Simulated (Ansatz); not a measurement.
Basis-set extrapolation for `O[SiH][SiH3]` radical (PBE0-D4/def2-TZVP geometry, frozen core, the Gaussian-basis code of Ansatz). Multiplicity 2, UHF reference.

```json
{"": "HF", "def2-TZVPP": "-655.694696", "def2-QZVPP": "-655.716875"}
{"": "MP2 correlation", "def2-TZVPP": "-0.472517", "def2-QZVPP": "-0.509876"}
{"": "CCSD(T) correlation", "def2-TZVPP": "-0.532244", "def2-QZVPP": "not run"}
```

Energies in hartree. Use E(X) = E(∞) + A·exp(−7.88·√X) for Hartree–Fock and E(X) = E(∞) + B·X^(−2.97) for correlation, with X = 3 and 4, and add CCSD(T) minus MP2 of the smaller set to the MP2 limit.

Problem. What is the CCSD(T) energy at the basis-set limit?

Solution. HF limit: -655.716875 + (-0.022179) × 0.13774 = -655.71993. MP2 limit: -0.509876 + (-0.037359) × 0.74074 = -0.53755. Higher-order term: -0.532244 − (-0.472517) = -0.05973. Total: -656.31721 hartree, 237.0 kJ/mol below CCSD(T)/def2-TZVPP.
